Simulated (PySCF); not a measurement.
# Atomic charges by several schemes

Dichlorosilane, Cl2H2Si.
Structure used (GFN2-xTB), in Å, numbered top down from 1:
```xyz
5
Cl2H2Si angstrom
Cl    -1.6186    1.0524   -0.0476
Si    -0.0012   -0.1390    0.0037
Cl     1.6649    0.9823   -0.0608
H     -0.0121   -0.8868    1.2517
H     -0.0244   -1.0060   -1.1642
```

Density: PBE0/pcSseg-1 (PySCF); schemes: Mulliken, IAO, Hirshfeld and ESP-fitted. Geometry: GFN2-xTB; no solvent, vibrations or thermal averaging.

Task: Do the Mulliken, IAO, Hirshfeld and ESP-fitted schemes agree on where the charge is lowest?

Result: All schemes agree: Mulliken Cl1 and Cl3 (-0.289); IAO Cl1 and Cl3 (-0.296); Hirshfeld Cl1 and Cl3 (-0.109); ESP-fitted Cl1 and Cl3 (-0.133).

Task: At which atom do the 4 schemes differ most?

Result: At Si2: from +0.268 (ESP-fitted) to +0.841 e (IAO), 0.573 e apart.

Task: For which atoms does the sign change between the 4 schemes (beyond +0.03 e in one, beyond −0.03 e in another)?

Result: For none.

Task: Give the atomic charges in each scheme.

Result: In e:

```json
{"atom": "Cl1", "environment": "silicon-bound chlorine", "Mulliken": "-0.289", "IAO": "-0.296", "Hirshfeld": "-0.109", "ESP-fitted": "-0.133"}
{"atom": "Si2", "environment": "chlorine-bound silicon", "Mulliken": "+0.707", "IAO": "+0.841", "Hirshfeld": "+0.350", "ESP-fitted": "+0.268"}
{"atom": "Cl3", "environment": "silicon-bound chlorine", "Mulliken": "-0.289", "IAO": "-0.296", "Hirshfeld": "-0.109", "ESP-fitted": "-0.133"}
{"atom": "H4", "environment": "Si–H hydrogen", "Mulliken": "-0.064", "IAO": "-0.125", "Hirshfeld": "-0.066", "ESP-fitted": "-0.001"}
{"atom": "H5", "environment": "Si–H hydrogen", "Mulliken": "-0.064", "IAO": "-0.125", "Hirshfeld": "-0.066", "ESP-fitted": "-0.001"}
```

Mean size of the charges over all atoms: IAO 0.336 e, Mulliken 0.283 e, Hirshfeld 0.140 e, ESP-fitted 0.107 e. Each set sums to the total charge, 0, to within 0.001 e. The Hirshfeld scheme weights the molecular density at each point by an atom's share of the summed free-atom densities.

Task: How many electrons does the IAO scheme count on Cl1?

Result: Z − q = 17 − (-0.296) = 17.296.

Task: Sum the charges by element, for elements with more than one atom.

Result: 
| element | atoms | Mulliken | IAO | Hirshfeld | ESP-fitted |
| --- | --- | --- | --- | --- | --- |
| Cl | 2 | -0.578 | -0.591 | -0.218 | -0.266 |
| H | 2 | -0.128 | -0.249 | -0.132 | -0.002 |
